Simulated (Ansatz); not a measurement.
BN2. Charge 0, multiplicity 2. Geometry r2SCAN-D4/def2-TZVP; atoms count from 1.

| atom | x (Å) | y (Å) | z (Å) |
| --- | --- | --- | --- |
| B1 | 0.2526 | -0.0158 | -0.7999 |
| N2 | -0.3066 | 0.6280 | 0.3307 |
| N3 | 0.0540 | -0.6122 | 0.4692 |

The structure comes from a short search, and lower isomers may exist.

Estimate the Mulliken populations from the PBE0/def2-TZVP orbitals of Ansatz.


| atom | charge (e) | spin (α − β) |
| --- | --- | --- |
| B1 | 0.01 | 0.97 |
| N2 | -0.01 | 0.01 |
| N3 | -0.01 | 0.01 |
Mulliken values and Mayer orders depend strongly on the basis.

Where does the spin sit?

Summed by element: B 0.97, N 0.03, of 1 unpaired in all. Largest on single atoms: B1 0.97, N2 0.01, N3 0.01.

And the Mayer bond orders between bonded heavy atoms (over 0.3)?

B1–N2 1.28 (1.42 Å); B1–N3 1.28 (1.42 Å); N2–N3 1.50 (1.30 Å).
